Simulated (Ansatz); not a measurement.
Relaxation of CH6AlCl (9 atoms, charge 0, multiplicity 1), to a largest force component of 0.03 eV/Å in at most 50 steps.

Method: RKS B3LYP-D4/6-31G* (Ansatz 0.2.0).

```xyz
9
Properties=species:S:1:pos:R:3:forces:R:3
Al 0.023 0.192 0.145 0.00 0.00 -0.02
C 0.024 0.151 2.116 0.00 0.15 0.08
H -0.923 -0.189 2.558 0.01 0.00 0.01
H 0.854 -0.423 2.548 -0.01 0.00 0.00
H 0.163 1.179 2.491 -0.01 -0.03 -0.02
H 1.414 0.204 -0.623 0.01 -0.04 -0.03
H -1.337 0.414 -0.648 0.00 -0.03 0.00
Cl -0.407 -3.080 1.059 0.09 0.82 0.68
H -0.313 -2.137 1.997 -0.09 -0.86 -0.71
```

Question: Where does it end, and by what steps?

Answer: The run converged. After 8 steps the energy has fallen by 0.150 eV; Cl8 moved furthest, 0.59 Å.

```csv
step,energy less start (eV),largest force component (eV/Å),accepted
0,0.0000,0.864,yes
1,-0.0055,1.437,yes
2,-0.0743,1.006,yes
3,-0.1115,1.125,yes
4,-0.1264,0.587,yes
5,-0.1427,0.177,yes
6,-0.1483,0.073,yes
7,-0.1502,0.040,yes
8,-0.1504,0.015,yes
```

```xyz
9
Properties=species:S:1:pos:R:3
Al 0.001 0.021 0.251
C 0.043 0.317 2.203
H -0.891 0.018 2.697
H 0.875 -0.201 2.697
H 0.174 1.386 2.423
H 1.364 -0.088 -0.567
H -1.360 0.231 -0.549
Cl -0.304 -2.719 0.601
H -0.403 -2.654 1.888
```

Whether the end is a true minimum wasn't checked by a vibrational analysis.

The run took 23 s on 1 thread of Arm Neoverse V2, on a shared host, peak memory 0.14 GiB.
